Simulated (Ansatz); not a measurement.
Geometry optimisation, RKS PBE-D4/def2-SVP in Ansatz 0.2.0.

input.yaml

```yaml
crystal:
  periodic: [false, false, false]
  atoms:
    - { symbol: B, position_ang: [0.391953, -0.027126, -0.048417] }
    - { symbol: C, position_ang: [0.7081, -0.052864, 1.496273] }
    - { symbol: H, position_ang: [-0.131078, -0.290074, 2.18107] }
    - { symbol: H, position_ang: [1.516238, -0.79331, 1.668323] }
    - { symbol: H, position_ang: [1.139807, 0.92406, 1.791679] }
    - { symbol: H, position_ang: [1.319489, 0.282925, -0.732341] }
    - { symbol: O, position_ang: [-0.78601, -0.323663, -0.654074] }
    - { symbol: H, position_ang: [-1.4814, -0.566647, -0.013712] }
basis:
  gaussian: { orbitals: def2-SVP }
hamiltonian:
  xc: pbe
  dispersion: d4
relax:
  f_tol: 0.03
  max_steps: 50
```

Run as:

```bash
$ ansatz run input.yaml --threads 1 --pin off --max-ram 2048MiB --backend cpu --events-out ev --progress --plain --runs-dir out
```

Q: Where does it end, and by what steps?

A: It converged. After 4 steps the energy has fallen by 0.046 eV; H6 moved furthest, 0.12 Å.

```tsv
step	energy less start (eV)	largest force component (eV/Å)	accepted
0	0.0000	0.780	yes
1	-0.0396	0.315	yes
2	-0.0455	0.093	yes
3	-0.0456	0.084	yes
4	-0.0459	0.009	yes
```

```xyz
8
Properties=species:S:1:pos:R:3
B 0.431 -0.022 -0.053
C 0.707 -0.059 1.497
H -0.168 -0.315 2.131
H 1.517 -0.790 1.714
H 1.106 0.923 1.834
H 1.306 0.274 -0.854
O -0.772 -0.314 -0.623
H -1.449 -0.543 0.042
```

Whether the end is a true minimum wasn't checked by a vibrational analysis.

The run took 9.6 s on 1 thread of Arm Neoverse V1, with other jobs on the host, peak memory 0.12 GiB.
